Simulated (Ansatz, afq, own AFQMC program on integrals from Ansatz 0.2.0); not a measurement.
# CH₅Al, singlet in 6-31G, levels against AFQMC with the constraint released

```yaml
atoms:
  - { symbol: Al, position_ang: [0.0000, 0.0000, 0.5959] }
  - { symbol: C, position_ang: [0.0000, -0.0062, -1.1771] }
  - { symbol: H, position_ang: [0.0000, 1.3839, 1.3802] }
  - { symbol: H, position_ang: [0.0000, -1.3529, 1.4321] }
  - { symbol: H, position_ang: [0.0000, -1.0101, -1.6067] }
  - { symbol: H, position_ang: [-0.8749, 0.5272, -1.5650] }
  - { symbol: H, position_ang: [0.8749, 0.5272, -1.5650] }
```

Basis 6-31G. Only valence electrons are correlated. Ansatz 0.2.0 and our own AFQMC program on the same integrals; the CISD trial comes from CCSD amplitudes, and released means the phaseless constraint is let go. ± is one standard error of the sampling.

Determinant: RHF, the one that the program's search chose, which needn't be the lowest solution. The geometry is a point of a scan.

No full CI on the walks' own integrals is used here. The released AFQMC energy serves as the reference, which it does only where one determinant dominates, the energy is flat over the last release times and near the phaseless one (40 meV or 2 meV an electron, half that with transition metals). On small molecules, where full CI could be run and the noise was under 10 meV, such values lay within 10 meV of it in 19 cases of 20, a flattering rate, since the rule was set on those same cases; what remains of the bias isn't in the error bar.

Cautions: the released value is read at 2.40 1/Eh (meV from the phaseless value at times in 1/Eh: -8 ± 7 at 0.24, -9 ± 6 at 0.51, -8 ± 4 at 0.99, -2 ± 4 at 1.62, -4 ± 5 at 2.40).

The T1 diagnostic is 0.0086, the weight of the determinant in the CISD state is 0.918 and the size of the correlated space is 12 electrons in 26 orbitals.

Reference: AFQMC with the constraint released, correlation energy -4.370 ± 0.005 eV.

```csv
level,E − E(reference) (kJ/mol),share of correlation (%)
HF,421.7 ± 0.5,0.00
MP2,79.7 ± 0.5,81.11
CCSD,8.3 ± 0.5,98.02
CCSD(T),1.1 ± 0.5,99.74
ph-AFQMC/HF,-3.2 ± 2.0,100.77
ph-AFQMC/CISD,0.4 ± 0.9,99.90
```

A walk keeps the symmetry of its determinant, which the program's search chose and which needn't be the lowest solution, so a lower state of the same spin and another symmetry isn't excluded. Released energies are given only where the last usable release times agree within the noise; a slower fall can still hide under it.
